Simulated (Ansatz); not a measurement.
We consider rutile TiO₂, described by rVV10 (plane waves, PAW; Ansatz, a program for electronic structure).

Numerical settings: plane-wave cutoff 520 eV, 8×8×12 k mesh (along the axes of the cell as run), Fermi–Dirac smearing 0.01 eV, no spin polarisation, scalar-relativistic PAW data made under PBE.

A third-order Birch–Murnaghan fit to the energies gives V0 = 10.728 Å³/atom, B0 = 208 GPa, B′ = 5.2.

```tsv
V (Å³/atom)	P (GPa)
10.299	?
10.513	?
10.728	0.00
10.942	?
11.157	?
```

Problem. Estimate the withheld pressures from this fit; the answers are the runs' own values.

Solution. 
- 10.299, P (GPa): 9.44
- 10.513, P (GPa): 4.44
- 10.942, P (GPa): -3.92
- 11.157, P (GPa): -7.36

The formula P = (3/2) B0 (x^(7/3) − x^(5/3)) [1 + (3/4)(B′ − 4)(x^(2/3) − 1)] with x = V0/V meets the computed pressures within 0.02 GPa when these rounded values are put in.

Shape and atoms are relaxed at each volume.

Measured, for comparison: bulk modulus 212 ± 1 GPa (room temperature, no zero-point or thermal correction, adiabatic, from measured elastic constants, our sources range from 210 to 239; as tabulated in Elasticity of TiO2 rutile to 1800 K). Computed (rounded) less measured: bulk modulus not scored (sources differ).

Note: the bulk modulus comes from volumes at which shape and atoms were relaxed.

The computed numbers hold no vibrational or temperature effects.

Computing time: very roughly 8 core-minutes.
